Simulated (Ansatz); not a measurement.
Molecular dynamics of BH5N2

input.yaml

```yaml
crystal:
  periodic: [false, false, false]
  atoms:
    - { symbol: B, position_ang: [0.08678, 0.089241, 0.076332] }
    - { symbol: "N", position_ang: [0.014249, -0.083704, 1.463744] }
    - { symbol: H, position_ang: [-0.833854, -0.448283, 1.801468] }
    - { symbol: H, position_ang: [0.867322, -0.485439, 1.892244] }
    - { symbol: "N", position_ang: [1.283988, 0.057585, -0.703861] }
    - { symbol: H, position_ang: [2.178609, -0.227927, -0.362433] }
    - { symbol: H, position_ang: [1.211354, 0.218677, -1.73507] }
    - { symbol: H, position_ang: [-0.884493, 0.309507, -0.553186] }
basis:
  gaussian: { orbitals: def2-mTZVP }
hamiltonian:
  xc: pbe0
md:
  timestep: 0.5
  n_steps: 250
  ensemble: nve_milne
  temperature: 1000.0
  initial_velocities: maxwell_boltzmann
  seed: 615806
```

Launched with:

```bash
$ ansatz run input.yaml --threads 2 --pin off --max-ram 3072MiB --backend cpu --events-out ev --progress --plain --runs-dir out
```

It goes on from the last frame of an earlier run, with new velocities.

Output, in part (one step line in 9, the closing report, with atoms numbered from 0):

```
md step     0: t =     0.00 fs  T =  1000.0 K  F+E_penalty+E_count = -3736.38670422 eV  E_kin = 0.775560 eV  conserved = -3735.61114423 eV  (22 SCF iters)
md step     9: t =     4.50 fs  T =   777.3 K  F+E_penalty+E_count = -3736.21493557 eV  E_kin = 0.602844 eV  conserved = -3735.61209116 eV  (24 SCF iters)
md step    18: t =     9.00 fs  T =   672.0 K  F+E_penalty+E_count = -3736.13352191 eV  E_kin = 0.521144 eV  conserved = -3735.61237767 eV  (24 SCF iters)
md step    27: t =    13.50 fs  T =   634.1 K  F+E_penalty+E_count = -3736.10388771 eV  E_kin = 0.491804 eV  conserved = -3735.61208389 eV  (24 SCF iters)
md step    36: t =    18.00 fs  T =   836.4 K  F+E_penalty+E_count = -3736.26113708 eV  E_kin = 0.648670 eV  conserved = -3735.61246713 eV  (23 SCF iters)
md step    45: t =    22.50 fs  T =   667.1 K  F+E_penalty+E_count = -3736.12943251 eV  E_kin = 0.517342 eV  conserved = -3735.61209029 eV  (23 SCF iters)
md step    54: t =    27.00 fs  T =   321.4 K  F+E_penalty+E_count = -3735.86177422 eV  E_kin = 0.249254 eV  conserved = -3735.61252010 eV  (25 SCF iters)
md step    63: t =    31.50 fs  T =   406.5 K  F+E_penalty+E_count = -3735.92744761 eV  E_kin = 0.315304 eV  conserved = -3735.61214375 eV  (24 SCF iters)
md step    72: t =    36.00 fs  T =   604.8 K  F+E_penalty+E_count = -3736.08163889 eV  E_kin = 0.469092 eV  conserved = -3735.61254708 eV  (24 SCF iters)
md step    81: t =    40.50 fs  T =   587.6 K  F+E_penalty+E_count = -3736.06792906 eV  E_kin = 0.455724 eV  conserved = -3735.61220492 eV  (24 SCF iters)
md step    90: t =    45.00 fs  T =   385.9 K  F+E_penalty+E_count = -3735.91191581 eV  E_kin = 0.299327 eV  conserved = -3735.61258916 eV  (23 SCF iters)
md step    99: t =    49.50 fs  T =   392.1 K  F+E_penalty+E_count = -3735.91634032 eV  E_kin = 0.304068 eV  conserved = -3735.61227257 eV  (25 SCF iters)
md step   108: t =    54.00 fs  T =   659.7 K  F+E_penalty+E_count = -3736.12416756 eV  E_kin = 0.511602 eV  conserved = -3735.61256575 eV  (23 SCF iters)
md step   117: t =    58.50 fs  T =   512.9 K  F+E_penalty+E_count = -3736.01005966 eV  E_kin = 0.397800 eV  conserved = -3735.61225923 eV  (24 SCF iters)
md step   126: t =    63.00 fs  T =   317.7 K  F+E_penalty+E_count = -3735.85883235 eV  E_kin = 0.246385 eV  conserved = -3735.61244784 eV  (23 SCF iters)
md step   135: t =    67.50 fs  T =   429.3 K  F+E_penalty+E_count = -3735.94517787 eV  E_kin = 0.332935 eV  conserved = -3735.61224291 eV  (24 SCF iters)
md step   144: t =    72.00 fs  T =   677.3 K  F+E_penalty+E_count = -3736.13758070 eV  E_kin = 0.525280 eV  conserved = -3735.61230115 eV  (24 SCF iters)
md step   153: t =    76.50 fs  T =   639.6 K  F+E_penalty+E_count = -3736.10816126 eV  E_kin = 0.496017 eV  conserved = -3735.61214407 eV  (24 SCF iters)
md step   162: t =    81.00 fs  T =   623.3 K  F+E_penalty+E_count = -3736.09574765 eV  E_kin = 0.483407 eV  conserved = -3735.61234059 eV  (24 SCF iters)
md step   171: t =    85.50 fs  T =   660.5 K  F+E_penalty+E_count = -3736.12434666 eV  E_kin = 0.512246 eV  conserved = -3735.61210089 eV  (24 SCF iters)
md step   180: t =    90.00 fs  T =   944.4 K  F+E_penalty+E_count = -3736.34483073 eV  E_kin = 0.732438 eV  conserved = -3735.61239240 eV  (24 SCF iters)
md step   189: t =    94.50 fs  T =   713.1 K  F+E_penalty+E_count = -3736.16507584 eV  E_kin = 0.553022 eV  conserved = -3735.61205404 eV  (23 SCF iters)
md step   198: t =    99.00 fs  T =   558.7 K  F+E_penalty+E_count = -3736.04565337 eV  E_kin = 0.433334 eV  conserved = -3735.61231920 eV  (23 SCF iters)
md step   207: t =   103.50 fs  T =   675.3 K  F+E_penalty+E_count = -3736.13576002 eV  E_kin = 0.523772 eV  conserved = -3735.61198844 eV  (24 SCF iters)
md step   216: t =   108.00 fs  T =   847.8 K  F+E_penalty+E_count = -3736.26981653 eV  E_kin = 0.657514 eV  conserved = -3735.61230220 eV  (24 SCF iters)
md step   225: t =   112.50 fs  T =   793.7 K  F+E_penalty+E_count = -3736.22757627 eV  E_kin = 0.615588 eV  conserved = -3735.61198852 eV  (23 SCF iters)
md step   234: t =   117.00 fs  T =   584.1 K  F+E_penalty+E_count = -3736.06526323 eV  E_kin = 0.452968 eV  conserved = -3735.61229558 eV  (24 SCF iters)
md step   243: t =   121.50 fs  T =   744.7 K  F+E_penalty+E_count = -3736.18955670 eV  E_kin = 0.577546 eV  conserved = -3735.61201082 eV  (24 SCF iters)
md step   250: t =   125.00 fs  T =   676.5 K  F+E_penalty+E_count = -3736.13676561 eV  E_kin = 0.524641 eV  conserved = -3735.61212448 eV  (23 SCF iters)
Total energy: -3736.13679241 eV, -137.3004946767 hartree
Atom 0 at     0.057324     0.109348     0.046490 Å, force    -0.379633    -1.021037    -0.906633 eV/Å
Atom 1 at     0.038283    -0.167012     1.431448 Å, force    -1.271374     0.604289     2.861415 eV/Å
Atom 2 at    -0.835820     0.084276     2.054967 Å, force     2.662900    -0.919409    -1.877888 eV/Å
Atom 3 at     0.892784    -0.391338     2.008261 Å, force    -1.505853     0.603260    -0.961879 eV/Å
Atom 4 at     1.285850     0.099134    -0.680941 Å, force    -2.493394     0.535005    -2.222110 eV/Å
Atom 5 at     2.132171    -0.116967    -0.280018 Å, force     2.238514    -0.449590     1.176575 eV/Å
Atom 6 at     1.344486     0.062389    -1.716553 Å, force    -0.321832     0.094985     1.345068 eV/Å
Atom 7 at    -1.038641     0.092825    -0.573318 Å, force     1.070672     0.552497     0.585452 eV/Å
Dipole moment:     0.262101    -0.044559     0.165737 e Å
```

All steps were run. The conserved energy stayed within 0.19 meV per atom of its start (net change -0.12 meV per atom), so the integration is sound. A run of 0.12 ps of so small a system gives no equilibrium averages.

The same pairs are bonded in the first frame and the last. Pairs count as bonded within 1.25 times the sum of covalent radii (0.12 Å more for H–H).

Last frame:

```xyz
8
Properties=species:S:1:pos:R:3
B 0.057 0.109 0.046
N 0.038 -0.167 1.431
H -0.836 0.084 2.055
H 0.893 -0.391 2.008
N 1.286 0.099 -0.681
H 2.132 -0.117 -0.280
H 1.345 0.062 -1.717
H -1.039 0.093 -0.573
```

Time of the run: 4.1 min on 2 threads of Arm Neoverse V1, on a shared host, peak memory 0.12 GiB.
